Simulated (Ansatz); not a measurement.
```yaml
crystal:
  periodic: [false, false, false]
  atoms:
    - {symbol: Al, position_ang: [-3.033830, -0.139009, -0.001534]}
    - {symbol: P, position_ang: [-0.752386, -0.458101, -0.002805]}
    - {symbol: Ga, position_ang: [1.562682, 0.238526, 0.001746]}
    - {symbol: H, position_ang: [-3.763335, 1.298739, 0.006519]}
basis:
  gaussian: {orbitals: def2-TZVP}
magnetization: {spin_polarized: true, initial_magnetization: 2}
hamiltonian: {xc: pbe0}
relax: {f_tol: 0.004, max_steps: 80}
```

```sh
$ ansatz run in.yaml --threads 1 --pin off --events-out ev --progress --plain --max-ram 2176MiB
```

Steps of the relaxation (energy above the last step; positions in Å, forces in eV/Å):

```
4
step 1, 758.5 meV
Al   -3.034   -0.139   -0.002   -0.073   -0.168   -0.001
P    -0.752   -0.458   -0.003    0.173    0.136    0.001
Ga    1.563    0.239    0.002   -0.292   -0.033    0.000
H    -3.763    1.299    0.007    0.192    0.065    0.000
```

```
4
step 2, 725.8 meV
Al   -3.063   -0.201   -0.002   -0.036    0.127    0.001
P    -0.782   -0.459   -0.003    0.038   -0.055    0.000
Ga    1.485    0.281    0.002   -0.080    0.031    0.000
H    -3.627    1.319    0.007    0.078   -0.102   -0.001
```

```
4
step 3, 718.1 meV
Al   -3.066   -0.208   -0.002   -0.010    0.101    0.001
P    -0.792   -0.493   -0.003    0.019   -0.110   -0.001
Ga    1.441    0.314    0.002   -0.027    0.052    0.000
H    -3.569    1.327    0.007    0.018   -0.043    0.000
```

```
4
step 8, 342.7 meV
Al   -2.782   -0.092   -0.001    0.321    0.026    0.000
P    -0.721   -1.170   -0.007    0.208    0.329    0.002
Ga    0.574    0.707    0.004   -0.632   -0.369   -0.002
H    -3.059    1.494    0.008    0.103    0.015    0.000
```

```
4
step 11, 139.0 meV
Al   -2.641   -0.066   -0.001    0.024   -0.070    0.000
P    -0.690   -1.282   -0.008   -0.044    0.020    0.000
Ga    0.177    0.754    0.004   -0.131    0.052    0.000
H    -2.833    1.534    0.008    0.151   -0.002    0.000
```

```
4
step 19, 0.0 meV
Al   -2.719   -0.143   -0.001   -0.002    0.001    0.000
P    -0.784   -1.319   -0.008    0.001   -0.001    0.000
Ga   -0.327    0.907    0.005    0.000    0.001    0.000
H    -2.158    1.495    0.008    0.001   -0.001    0.000
```

Close pairs at the end: Al1–H4 1.731 Å, Ga3–H4 1.923 Å, Al1–P2 2.264 Å, P2–Ga3 2.272 Å, Al1–Ga3 2.612 Å.

A stationary point of unrestricted PBE0 after 19 steps, with ⟨S²⟩ = 2.011 against 2.00 for a pure state; no frequencies were run, so it isn't proven a minimum. 7.5 min on 1 thread of Arm Neoverse N1, shared host.
